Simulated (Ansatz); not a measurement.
Reaction: C3H5N (propanenitrile, SMILES CCC#N) → CH3 (SMILES [CH3], doublet) + C2H2N (SMILES [CH2]C#N, doublet) (the C-C bond breaks)
Each species at its own B3LYP-D3(BJ)/def2-TZVP minimum (Ansatz, a first-principles code).

Property: bond dissociation energy (electronic), in kcal/mol. Radicals and triplets start from unrestricted determinants; spin-orbit coupling is neglected. CBS(X,Y): correlation extrapolated as X^-3, Hartree-Fock from the larger set. A bracket is a step between two methods taken in the basis named. The functionals are non-relativistic, so their misses hold any scalar relativity. Double hybrids freeze cores in their MP2 part. '+ core + X2C': CCSD(T) terms for core correlation (cc-pwCVTZ) and scalar relativity (cc-pVTZ-DK). The UHF reference of C2H2N ([CH2]C#N, doublet) is spin-contaminated (<S^2> up to 0.19 over the pure value in the sets run).

CCSD(T)/CBS(cc-pVTZ,cc-pVQZ) + [CCSDT(Q) - CCSD(T)]/cc-pVDZ + core + X2C (Ansatz) gives 90.7 kcal/mol.

Q: How far off this value is PBE/def2-TZVPD (Ansatz), in which direction, and how far these levels: r2SCAN/def2-TZVPD, B3LYP/def2-TZVPD, PBE0/def2-TZVPD, B2PLYP/def2-TZVPD, CCSD(T)/CBS(cc-pVTZ,cc-pVQZ) + core + X2C?

A: PBE gives 86.1 kcal/mol, 4.6 kcal/mol below it. Differences of the others: r2SCAN/def2-TZVPD (Ansatz) -11.1; B3LYP/def2-TZVPD (Ansatz) -8.9; PBE0/def2-TZVPD (Ansatz) -4.6; B2PLYP/def2-TZVPD (Ansatz) -4.1; CCSD(T)/CBS(cc-pVTZ,cc-pVQZ) + core + X2C (Ansatz) 0.4 kcal/mol.
